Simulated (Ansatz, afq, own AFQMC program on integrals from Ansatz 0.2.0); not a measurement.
Where AFQMC and coupled cluster stand for InO₂, quartet

```xyz
3

In    0.0000   -0.4639    0.3233
O     0.0000    2.6532   -4.3530
O     0.0000    0.6758    2.0330
```

Connectivity, by distances: O ··· In–O.

Basis def2-SVP with its core potentials. Noble-gas cores (and the filled d shells of Ga–Kr and In–Xe) are frozen. AFQMC by an in-house program on the Cholesky factors that Ansatz 0.2.0 writes for its CCSD(T) run. ph-AFQMC/CISD is guided by a CISD state made of CCSD amplitudes; releasing the constraint for a short imaginary time cuts its bias at the price of noise, slowly where states lie close. ± is one standard error of the sampling. No spin–orbit coupling.

Determinant: UHF, the one that the program's search chose, which needn't be the lowest solution. The geometry is a point of a scan.

No full CI on the walks' own integrals is used here; CCSDT(Q) serves as the reference and is uncertain by about the last step of the cluster series.

Cautions: no spin-orbit coupling; inner d shell frozen; lower spins were not checked; the released energies have errors that jump between times, so the bars are unsure, so no released level is given (meV from the phaseless value at times in 1/Eh: -15 ± 4 at 0.24, -21 ± 4 at 0.51, -50 ± 26 at 0.99, -24 ± 6 at 1.50), though the last usable value meets CCSDT(Q) within the noise.

```
T1 diagnostic                               : 0.0179
weight of the determinant in the CISD state : 0.876
⟨S²⟩ of the determinant                     : 3.765
size of the correlated space                : 15 electrons in 43 orbitals
```

Reference: CCSDT(Q), correlation energy -8.802 eV.

| level | E − E(reference) (meV) | share of correlation (%) |
| --- | --- | --- |
| HF | 8801.6 | 0.00 |
| MP2 | 1167.1 | 86.74 |
| CCSD | 181.5 | 97.94 |
| CCSD(T) | 40.8 | 99.54 |
| CCSDT | 17.6 | 99.80 |
| ph-AFQMC/CISD | 25.4 ± 5.0 | 99.71 |

A walk keeps the symmetry of its determinant, which the program's search chose and which needn't be the lowest solution, so a lower state of the same spin and another symmetry isn't excluded.
